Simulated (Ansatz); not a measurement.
A nudged elastic band was laid between two geometries of CH₅BO (8 atoms, charge 0, multiplicity 1).

All numbers below come from RKS PBE-D4/def2-SVP (Ansatz).

```yaml
movable_images: 9
climbing_image: yes
spring: 5.0 eV/Å²
optimiser: quadratic models (default)
start_path: through a guess of the saddle point
force_threshold: 0.05 eV/Å
iteration_limit: 60
end_points: relaxed
```

First end point:

```xyz
8
Properties=species:S:1:pos:R:3
B 0.431 -0.022 -0.053
C 0.707 -0.059 1.497
H -0.168 -0.315 2.131
H 1.517 -0.790 1.714
H 1.106 0.923 1.834
H 1.306 0.274 -0.854
O -0.772 -0.314 -0.623
H -1.449 -0.543 0.042
```

Last end point:

```xyz
8
Properties=species:S:1:pos:R:3
B -1.150 0.008 -1.694
C 1.156 -0.168 1.495
H 0.432 -1.007 1.529
H 1.734 -0.183 2.438
H 0.643 0.812 1.427
H 1.839 -0.296 0.636
O -1.346 0.017 -0.408
H -0.631 -0.028 0.267
```

Problem. Which bonds break or form, and what moves?

Solution. Bonds broken: B1–C2, B1–H6. Bonds formed: C2–H6. CH5BO becomes BHO + CH4.

Problem. What energy profile does the band end with?

Solution. The forces met the threshold. The highest image is number 4 of 0 to 10, 4.02 eV above the first end and 1.40 eV above the last; the last end lies 2.62 eV above the first. The profile has 2 maxima (images 1, 4) with wells between them (image 2): this band takes more than one step, which may be the mechanism or a detour left from its start path. Neighbouring images differ by up to 3.9 eV, so the band resolves the path poorly. A vibrational analysis at the climbing image gives one clearly imaginary mode, 1284i cm⁻¹: a first-order saddle point. The orbitals stay closed-shell, which can raise the energy where a bond breaks towards radicals; this wasn't checked here.

| image | path coordinate (Å) | energy (eV) | B1–C2 (Å) | B1–H6 (Å) | C2–H6 (Å) |
| --- | --- | --- | --- | --- | --- |
| 0 | 0.00 | 0.00 | 1.58 | 1.22 | 2.45 |
| 1 | 1.06 | 0.21 | 1.58 | 1.22 | 2.42 |
| 2 | 2.12 | 0.09 | 1.57 | 1.23 | 2.47 |
| 3 | 3.18 | 0.15 | 1.57 | 1.20 | 2.33 |
| 4 | 4.24 | 4.02 | 2.08 | 1.25 | 1.51 |
| 5 | 4.99 | 2.94 | 2.68 | 1.83 | 1.13 |
| 6 | 5.75 | 2.73 | 3.32 | 2.52 | 1.11 |
| 7 | 6.50 | 2.71 | 3.67 | 3.02 | 1.11 |
| 8 | 7.26 | 2.69 | 3.69 | 3.06 | 1.11 |
| 9 | 8.01 | 2.65 | 3.76 | 3.24 | 1.11 |
| 10 | 8.77 | 2.62 | 3.94 | 3.80 | 1.11 |

Problem. What is the geometry of the highest image?

Solution. 
```xyz
8
Properties=species:S:1:pos:R:3:forces:R:3
B 0.164 -0.424 -0.375 0.00 0.00 0.00
C 0.964 -0.014 1.502 0.00 0.00 0.00
H 0.250 -0.622 2.090 0.00 0.00 0.00
H 2.009 -0.199 1.818 0.00 0.00 0.00
H 0.720 1.064 1.522 0.00 0.00 0.00
H 1.293 -0.568 0.132 0.00 0.00 0.00
O -1.078 0.011 -0.108 0.00 0.00 0.00
H -1.645 -0.095 -0.893 0.00 0.00 0.00
```

The band took 30 iterations and of the order of 6 core-minutes.

Time of the run: 5.9 min on 1 thread of Arm Neoverse V1, on a shared host, peak memory 0.11 GiB.
